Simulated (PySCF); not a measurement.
# HNO (nitroxyl): MP2/def2-QZVP

Aim: the vertical ionisation energy of HNO (nitroxyl) at MP2/def2-QZVP, from 2 runs. 

The calculation is run with PySCF 2.14.0.

### Step 1. The system as given

HNO: 3 atoms, total charge 0, spin state singlet. SMILES: `N=O`. Geometry: relaxed at GFN2-xTB.

Bond lengths: N1–O2 1.201 Å, N1–H3 1.062 Å. Angles: O2–N1–H3 112.4°.

### Step 2. The energy at MP2/def2-QZVP

Contents of calc.py:

```python
# nitroxyl
from pyscf import gto, scf, mp

mol = gto.M(
    atom='''
N     -0.521451     0.561664    -0.216903
O      1.452406     0.789962     0.880896
H     -0.930955    -1.351608    -0.664012
''',
    max_memory=1860,
    verbose=3,
    basis='def2-qzvp',
    spin=0,
    unit='bohr',
)

hf = scf.RHF(mol)
hf.conv_tol = 1e-10
hf.kernel()
if not hf.converged:
    hf = hf.newton().run(hf.mo_coeff, hf.mo_occ)

pt = mp.MP2(hf, frozen=2).run()
e_final = pt.e_tot
print('E = %.10f Eh' % e_final)
```

Launch:

```
OMP_NUM_THREADS=1 python calc.py
```

Output:

```text
converged SCF energy = -129.848560844862
E(RMP2) = -130.314601097547  E_corr = -0.466040252684973
E(SCS-RMP2) = -130.310251513889  E_corr = -0.461690669026688
E = -130.3146010975 Eh
```

Wall time 7.5 s (1 thread of Arm Neoverse V1, shared host); peak memory 0.59 GiB.

### Step 3. The doublet cation

Contents of job.py:

```python
from pyscf import gto, scf, mp

molecule = gto.M(
    atom='''
N   -0.275940   0.297220  -0.114780
O    0.768580   0.418030   0.466150
H   -0.492640  -0.715240  -0.351380
''',
    max_memory=1860,
    charge=1,
    spin=1,
    verbose=3,
    basis='def2-qzvp',
)

mf = scf.UHF(molecule)
mf.conv_tol = 1e-10
mf.kernel()
if not mf.converged:
    mf = mf.newton().run(mf.mo_coeff, mf.mo_occ)

pt = mp.MP2(mf, frozen=2).run()
etot = pt.e_tot
print('E(%s) = %.9f' % ('MP2', etot))
```

Launch:

```
OMP_NUM_THREADS=1 python job.py
```

Output:

```text
converged SCF energy = -129.487728051477  <S^2> = 0.94323624  2S+1 = 2.1847071
E(UMP2) = -129.915486012309  E_corr = -0.427757960832524
E(SCS-UMP2) = -129.908889247155  E_corr = -0.421161195678058
E(MP2) = -129.915486012
```

Run time: 33 s. Hardware: 1 thread of Arm Neoverse V1, shared host; peak memory 0.93 GiB.

### Step 4. What came out

Level: MP2/def2-QZVP, 2 core orbitals frozen.

| quantity | value |
| --- | --- |
| singlet HNO: total energy | -130.31460 Eh |
| singlet HNO: dipole moment (Hartree–Fock density) | 2.03 D |
| singlet HNO: HOMO energy (Hartree–Fock orbitals) | -11.54 eV |
| singlet HNO: LUMO energy (Hartree–Fock orbitals) | 2.08 eV |
| singlet HNO: HOMO–LUMO gap (Hartree–Fock orbitals) | 13.62 eV |
| singlet HNO: correlation energy (2 core orbitals frozen) | -466.0 mEh |
| doublet cation: total energy | -129.91549 Eh |
| doublet cation: HOMO energy (Hartree–Fock orbitals) (highest over α and β) | -24.46 eV |
| doublet cation: LUMO energy (Hartree–Fock orbitals) (lowest over α and β) | -8.35 eV |
| doublet cation: correlation energy (2 core orbitals frozen) | -427.8 mEh |
| doublet cation: ⟨S²⟩ of the reference determinant | 0.943 |
| vertical ionisation energy (to the doublet cation) | 10.860 eV |

What this shows: The vertical ionisation energy comes to 10.86 eV (1048 kJ/mol). ⟨S²⟩ (doublet cation) is 0.94 where a pure doublet has 0.75: the reference is spin-contaminated.
